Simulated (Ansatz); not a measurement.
# SiF₂: how energies converge with the basis set

Aim: see how fast density functionals and correlated methods converge with the basis set for SiF₂.

Program: Ansatz 0.2.0, Gaussian basis. Level of theory: one geometry, several basis sets. These are calculated values, not measurements.

The runs, in order: PBE0-D4/def2-SVP; ωB97M-V/def2-SVP; PBE0-D4/def2-QZVPP; ωB97M-V/def2-QZVPP; CCSD(T)/cc-pV(D+d)Z; CCSD(T)/cc-pV(T+d)Z; CCSD(T)/cc-pV(Q+d)Z; the functionals' def2-TZVPP values are taken from earlier runs.

## Step 1: The geometry

An earlier PBE0-D4 in a triple-zeta def2 set relaxation fixed the geometry.

3 atoms, charge 0, spin multiplicity 1.

Atoms are counted from 1 here; the program's logs count them from 0.

Bond lengths: F1–Si2 1.601 Å, Si2–F3 1.601 Å. Angles: F1–Si2–F3 100.6°.

Geometry (Å):

```xyz
3
charge 0, multiplicity 1
F     0.1663    1.2468    0.2294
Si   -0.5949   -0.0464   -0.3301
F     0.4286   -1.2004    0.1007
```

## Step 2: PBE0-D4 in def2-SVP

Contents of in.yaml:

```yaml
crystal:
  periodic: [false, false, false]
  atoms:
    - {symbol: F, position_ang: [0.166332, 1.246764, 0.229357]}
    - {symbol: Si, position_ang: [-0.594911, -0.046399, -0.330074]}
    - {symbol: F, position_ang: [0.428580, -1.200354, 0.100717]}
basis:
  gaussian: {orbitals: def2-SVP}
hamiltonian: {xc: pbe0, dispersion: d4}
output: {orbitals: {seedname: orbitals}}
```

The runs that follow: ωB97M-V in def2-SVP; PBE0-D4 in def2-QZVPP; ωB97M-V in def2-QZVPP; CCSD(T) in cc-pV(D+d)Z; CCSD(T) in cc-pV(T+d)Z; CCSD(T) in cc-pV(Q+d)Z.

Q: Predict the results of all the runs planned. Wanted: MP2 correlation recovered, cc-pV(D+d)Z; MP2 correlation recovered, cc-pV(T+d)Z; MP2 correlation recovered, cc-pV(Q+d)Z; CCSD(T) limit from def2 sets; PBE0-D4: double and triple zeta above quadruple; ωB97M-V: double and triple zeta above quadruple.

As calculated:

```
                                                                 quantity           value
                                   MP2 correlation recovered, cc-pV(D+d)Z          65.2 %
                                   MP2 correlation recovered, cc-pV(T+d)Z          86.4 %
                                   MP2 correlation recovered, cc-pV(Q+d)Z          94.3 %
CCSD(T) limit from def2 sets (earlier runs) less the limit of this series          11 meV
                          PBE0-D4: double and triple zeta above quadruple  10.56, 0.60 eV
                          ωB97M-V: double and triple zeta above quadruple  10.64, 0.56 eV
```

In words: PBE0-D4 gains 9.96 eV from double to triple zeta, then 0.60 eV more. In cc-pV(D+d)Z MP2 holds 65 % of its limit, in cc-pV(Q+d)Z 94 %, while Hartree-Fock is within 0.193 eV in the largest set. A limit from the def2 sets, made apart, differs by 11 meV, a least measure of the doubt on such a limit. Total energies overstate the basis error of differences, where much of it tends to cancel.
